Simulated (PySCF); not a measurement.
These are PBE-D3(BJ)/def2-TZVP // B3LYP-D3(BJ)/def2-TZVP run with PySCF values and carry that method's errors. All species are isolated molecules in the gas phase. Excitations are Tamm–Dancoff values on a coarser integration grid. The basis has no diffuse functions, so Rydberg states are missing or too high.

Reference species (SMILES): `CC` (neutral, multiplicity 1).

The brightest of the four lowest singlets (TDA) is 9.97 eV, the T1 excitation (TDA) is 8.56 eV and the HOMO is -8.14 eV.

Changed species: `[SnH3][SnH3]`.

Problem. Predict the effect on the brightest of the four lowest singlets (TDA), T1 excitation (TDA) and HOMO.

Solution. the brightest of the four lowest singlets (TDA) falls by 3.86 eV, to 6.11 eV; the T1 excitation (TDA) falls by 3.62 eV, to 4.94 eV; the HOMO increases by 1.41 eV, to -6.73 eV.
